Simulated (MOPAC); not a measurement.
MOPAC input (PM3):

```
PM3 1SCF CHARGE=-1 GEO-OK AUX(PRECISION=9) THREADS=1
C2H2F

C    -0.01075073 1    0.64443952 1   -0.00020773 1
C     1.14148505 1   -0.05703999 1    0.00113003 1
F    -1.11822560 1   -0.31777191 1   -0.00099264 1
H     1.19675056 1   -1.15149369 1    0.00151889 1
H     2.08287389 1    0.48704365 1    0.00188105 1
```

From the last part of the output:

```
                                                       MOPAC v23.2.5 Linux

          FINAL HEAT OF FORMATION =         -3.47638 KCAL/MOL =     -14.54517 KJ/MOL

          COSMO AREA              =         79.65 SQUARE ANGSTROMS
          COSMO VOLUME            =         61.73 CUBIC ANGSTROMS

          IONIZATION POTENTIAL    =          2.787384 EV
          HOMO LUMO ENERGIES (EV) =         -2.787  7.978
          NO. OF FILLED LEVELS    =          9
          MOLECULAR WEIGHT        =         45.0362         POINT GROUP:  Cs

          MOLECULAR DIMENSIONS (Angstroms)

            Atom       Atom       Distance
            H     5    F     3     3.30072
            H     4    C     1     2.03615
            F     3    C     2     0.00000

          SCF CALCULATIONS        =          1

   ATOM   CHEMICAL          X               Y               Z
  NUMBER   SYMBOL      (ANGSTROMS)     (ANGSTROMS)     (ANGSTROMS)

     1       C         -0.01075073  *   0.64443952  *  -0.00020773  *
     2       C          1.14148505  *  -0.05703999  *   0.00113003  *
     3       F         -1.11822560  *  -0.31777191  *  -0.00099264  *
     4       H          1.19675056  *  -1.15149369  *   0.00151889  *
     5       H          2.08287389  *   0.48704365  *   0.00188105  *

                             CARTESIAN COORDINATES

   1    C       -0.010750730     0.644439520    -0.000207730
   2    C        1.141485050    -0.057039990     0.001130030
   3    F       -1.118225600    -0.317771910    -0.000992640
   4    H        1.196750560    -1.151493690     0.001518890
   5    H        2.082873890     0.487043650     0.001881050

           Empirical Formula: C2 H2 F  =     5 atoms

      MOLECULAR POINT GROUP   :   Cs

                  EIGENVALUES
 -24.76465 -15.35705 -11.68086  -9.68693  -9.60273  -9.29345  -7.18896  -3.48152
  -2.78738   7.97845   9.49996   9.81058  11.25564  12.29388

              NET ATOMIC CHARGES AND DIPOLE CONTRIBUTIONS

  ATOM NO.   TYPE          CHARGE      No. of ELECS.   s-Pop       p-Pop
    1          C          -0.285468        4.2855     1.69732     2.58815
    2          C          -0.519175        4.5192     1.21543     3.30375
    3          F          -0.304961        7.3050     1.85257     5.45239
    4          H           0.051660        0.9483     0.94834
    5          H           0.057945        0.9421     0.94205
 DIPOLE           X         Y         Z       TOTAL
 POINT-CHG.    -0.782    -0.389    -0.001     0.873
 HYBRID         0.921    -1.744     0.001     1.972
 SUM            0.139    -2.133     0.001     2.138

          ATOMIC ORBITAL ELECTRON POPULATIONS

     Atom    s        px        py        pz
    1  C   1.69732   0.78750   1.06889   0.73176
    2  C   1.21543   1.03303   0.97220   1.29852
    3  F   1.85257   1.70227   1.78040   1.96972
    4  H   0.94834
    5  H   0.94205

 **********************
 *                    *
 * JOB ENDED NORMALLY *
 *                    *
 **********************

 == MOPAC DONE ==
```

The dipole moment of an ion depends on the origin.
